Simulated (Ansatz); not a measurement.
## Low-lying states of C4H2

Program: Ansatz, Gaussian basis, development build. State-averaged CASSCF with equal weights; occupations are averaged over the states; levels count from the state that is lowest in CASSCF. CASSCF levels without dynamic correlation can be off by over 1 eV. No symmetry is imposed, so a solution can break that of the shape. No proof that the lowest CASSCF solution was found.

Geometry:

```xyz
6

H     0.0010   -0.0123   -2.9921
C     0.0097   -0.0130   -1.9211
C    -0.0149    0.0128   -0.6901
C     0.0137    0.0119    0.6948
C    -0.0181   -0.0069    1.9047
H     0.0176    0.0082    2.9716
```

Basis cc-pVTZ, nonrelativistic, 4 orbitals frozen in the corrections; active space CAS(8,8). Averaged: 3 singlets.

**Question.** Give the levels in order.

**Answer.** 

```json
{"state": "singlet", "CASSCF (eV)": "0.000"}
{"state": "singlet", "CASSCF (eV)": "5.961"}
{"state": "singlet", "CASSCF (eV)": "6.393"}
```

Occupations: 1.94, 1.94, 1.63, 1.62, 0.39, 0.38, 0.05, 0.05.

Same geometry.

Basis cc-pVTZ, nonrelativistic, 4 orbitals frozen in the corrections; active space CAS(8,8). Averaged: 1 singlet, 1 triplet.

**Question.** Give the levels in order, with their spins.

**Answer.** 

| state | CASSCF (eV) |
| --- | --- |
| singlet | 0.000 |
| triplet | 4.473 |

Occupations: 1.93, 1.93, 1.70, 1.69, 0.32, 0.31, 0.06, 0.06.

Same geometry.

Basis cc-pVTZ, nonrelativistic, 4 orbitals frozen in the corrections; active space CAS(8,8). Averaged: 3 triplets.

**Question.** Give the levels in order.

**Answer.** 

```tsv
state	CASSCF (eV)
triplet	0.000
triplet	0.857
triplet	0.857
```

Occupations: 1.92, 1.92, 1.48, 1.48, 0.53, 0.53, 0.07, 0.07.
